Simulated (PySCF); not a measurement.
Ligands exchanged one at a time, B F-I. Gas-phase values, no solvent. Strings in code marks are SMILES.

The HOMO from two functionals at the same geometries (B3LYP-D3(BJ)/def2-TZVP), both in PySCF: PBE-D3(BJ)/def2-TZVP and B3LYP-D3(BJ)/def2-TZVP. B3LYP has the VWN-RPA correlation part, as in Gaussian. 

| species | B3LYP-D3(BJ)/def2-TZVP (eV) |
|---|---|
| 0 of 3 F replaced by I (`FB(F)F`) | -11.90 |
| 1 of 3 F replaced by I (`FB(F)I`) | -7.88 |
| 2 of 3 F replaced by I (`FB(I)I`) | -7.46 |
| 3 of 3 F replaced by I | -7.14 |

Question: What does PBE-D3(BJ)/def2-TZVP give for each?

Answer: 
- 0 of 3 F replaced by I (`FB(F)F`): -10.00
- 1 of 3 F replaced by I (`FB(F)I`): -6.94
- 2 of 3 F replaced by I (`FB(I)I`): -6.57
- 3 of 3 F replaced by I: -6.27
Over these rows, drawn at random from the members with no instability flagged (it was tested for open shells, ions and some series alone), PBE minus B3LYP-D3(BJ): mean +1.15 eV, from +0.87 eV to +1.91 eV.
